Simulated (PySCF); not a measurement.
# ClH4P: the cost of one run

Programs: PySCF 2.14.0. All values are calculated, for the isolated system unless a continuum is named. Atoms count from 0, parts from 1.

## 1. Starting point

6 atoms, charge 0, multiplicity 1; geometry: GFN2-xTB. Parts: 1 = atoms 0–4, `[PH4+]`, charge 1; 2 = atom 5, `[Cl-]`, charge -1. In the given geometry H4 has moved to Cl5 of another part (1.28 Å), so values for the parts refer to these atom groups.

## 2. Relaxing the molecule at PBE0-D3(BJ)/def2-TZVPD

What the job is given:

```
{"job": {"xc": "PBE0", "basis": "def2-TZVPD", "d3": "d3bj", "grid": 3, "kind": "geom", "shake": 0.01}, "charge": 0, "multiplicity": 1, "parts": [{"atoms": "0-4", "charge": 1, "multiplicity": 1}, {"atoms": "5-5", "charge": -1, "multiplicity": 1}]}
P      0.136795     0.264927     0.050081
H     -0.955622     0.062585    -0.813461
H     -0.611775    -0.165195     1.139683
H     -0.221373     1.607602     0.266779
H      1.463847    -1.635455    -0.370285
Cl     1.922363    -2.819143    -0.533797
```

On the command line:

```
$ OMP_NUM_THREADS=1 python cluster_run.py task.json out
```

This one command runs all jobs of the session in turn.

**Question.** How long does this job take on 1 thread of Arm Neoverse N1, shared host, and how much memory does it need?

About 69 s, with a peak of 0.55 GiB.
